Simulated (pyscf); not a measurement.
A first-order saddle from PySCF, ωB97X-D3(BJ)/def2-SVP:

```xyz
11

C     -0.5204    -0.0061     0.3108
In    -0.1571    -1.3667    -1.6539
H      0.4340     0.5153     0.2707
H     -1.4256     0.4747    -0.0546
H     -0.5964    -0.9399     0.8748
H      1.4034    -2.1261    -1.9005
H     -1.5301    -2.0231    -2.5238
C     -0.8742     0.9412     2.1868
H     -0.8594     2.0099     1.9443
H     -0.0425     0.6153     2.8222
H     -1.8547     0.5683     2.5049
```
Charge 0, spin multiplicity 2.

Surface: doublet, charge 0. Lowest wavenumbers (cm⁻¹): 1105i, 56, 98, 136, 174.

### Question
Which two sides does it connect, and which bonds change?

### Answer
H₃C–InH₂ (SMILES [CH3][InH2]) + CH₃• (SMILES [CH3]) <-> H₃C–CH₃ (SMILES CC) + InH₂• (SMILES [InH2]), a substitution at C read from left to right: C–In broken and C–C formed. At ωB97M-D3(BJ)/def2-TZVP it lies +102.2 kJ/mol from the left side and +230.8 kJ/mol from the right (each side as separated species at their lowest minima found). This is the saddle that the search found; another between the same sides may lie lower. The angle at the attacked C is 172°. Elements past Kr carry the def2 core potentials, without spin-orbit coupling.
